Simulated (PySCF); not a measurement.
Compound: FH2Si (charge -1).
Numbering: `[F:1][SiH2-:2]` (hydrogens: H3, H4 on Si2)

The same species was optimised twice, with GFN2-xTB and with PBE0-D3(BJ)/def2-SVP (PySCF), and the same property calculations (PySCF, gas phase) were run on both structures.

```tsv
coordinate	GFN2-xTB	PBE0-D3(BJ)/def2-SVP	change
Si2–H4 (Å)	1.528	1.573	+0.045
Si2–H3 (Å)	1.528	1.573	+0.045
F1–Si2 (Å)	1.722	1.710	-0.012
H3–Si2–H4 (°)	99.4	90.1	-9.3
F1–Si2–H4 (°)	96.1	98.7	+2.6
F1–Si2–H3 (°)	96.1	98.7	+2.6
```

Rotational constants: A = 112397, B = 13732, C = 13376 MHz (GFN2-xTB) against A = 108451, B = 13648, C = 13525 MHz (PBE0-D3(BJ)/def2-SVP). Point groups within 0.08 Å: Cs and Cs.

On the GFN2-xTB structure: HOMO (eV) 0.66 [PBE0/pcSseg-1]; LUMO (eV) 6.01 [PBE0/pcSseg-1]; GIAO shielding of F1 (ppm) 489.5 [PBE0/pcSseg-1]; GIAO shielding of Si2 (ppm) 294.6 [PBE0/pcSseg-1].

Problem. What do these properties become on the PBE0-D3(BJ)/def2-SVP structure?

Solution. 
| property | level | on GFN2-xTB | on PBE0-D3(BJ)/def2-SVP | change |
| --- | --- | --- | --- | --- |
| HOMO (eV) | PBE0/pcSseg-1 | 0.66 | 0.42 | -0.24 |
| LUMO (eV) | PBE0/pcSseg-1 | 6.01 | 6.09 | +0.08 |
| energy, GFN2-xTB geometry as zero (kcal/mol) | PBE0/pcSseg-1 | 0.0 | -1.4 | -1.4 |
| GIAO shielding of F1 (ppm) | PBE0/pcSseg-1 | 489.5 | 473.5 | -16.0 |
| GIAO shielding of Si2 (ppm) | PBE0/pcSseg-1 | 294.6 | 322.9 | +28.3 |

The heavy atoms differ by 0.006 Å rms after alignment. Among all bonds Si2–H3 and Si2–H4 change most and about equally (+0.045 Å). Changes are differences of the printed values. Neither structure is proved a minimum here. Geometry: PBE0-D3(BJ)/def2-SVP; no solvent, vibrations or thermal averaging. The geometry's basis has no diffuse functions, a weakness for an anion.
